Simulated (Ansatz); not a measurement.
**AlHO+ (doublet): from Hartree-Fock to the top rungs, def2-QZVPP**

The task here is to estimate one member of a computed series from the others.

The runs use Ansatz 0.2.0, Gaussian basis; def2-QZVPP, core rule «outside noble gas», up to 6 orbitals frozen.

Plan: UHF; ROHF; CCSD(T) on UHF.

2 further runs of the same task are left out: 1 that didn't finish, 1 set aside as unsound or not needed.

## The geometry

The geometry is a PBE0/def2-TZVP stationary point (not a proven minimum) of the parent state, kept for this charge and spin.

3 atoms, charge 1, spin multiplicity 2.

Atoms are counted from 1 here; the program's logs count them from 0.

Bond lengths: Al1–O2 1.674 Å, O2–H3 0.950 Å. Angles: Al1–O2–H3 180.0°.

Set-up of the first run:

in.yaml reads:

```yaml
crystal:
  periodic: [false, false, false]
  atoms:
    - {symbol: Al, position_ang: [0.000000, 0.000000, 1.432992]}
    - {symbol: O, position_ang: [0.000000, 0.000000, -0.241478]}
    - {symbol: H, position_ang: [0.000000, 0.000000, -1.191514]}
basis:
  gaussian: {orbitals: "def2-QZVPP.json"}
total_charge: 1
magnetization: {spin_polarized: true, initial_magnetization: 1}
hamiltonian: {xc: hf}
output: {orbitals: {seedname: orbitals}}
```

The run is started by

```console
ansatz run in.yaml --threads 1 --pin off --events-out ev --progress --plain --max-ram 2560MiB --backend cpu
```

Among the steps run: UHF; ROHF; CCSD(T) on UHF.

One table of the session follows, with a row left open; its other results are not shown here.

```
  method  from UCCSD(T) (meV)
    ROHF                    ?
     UHF              +8337.2
    UMP2               +312.2
   UCCSD               +317.0
UCCSD(T)                    0
```

Estimate the missing values for ROHF.

As computed: from UCCSD(T) (meV): +8349.5. In the column «from UCCSD(T) (meV)» it is the highest.
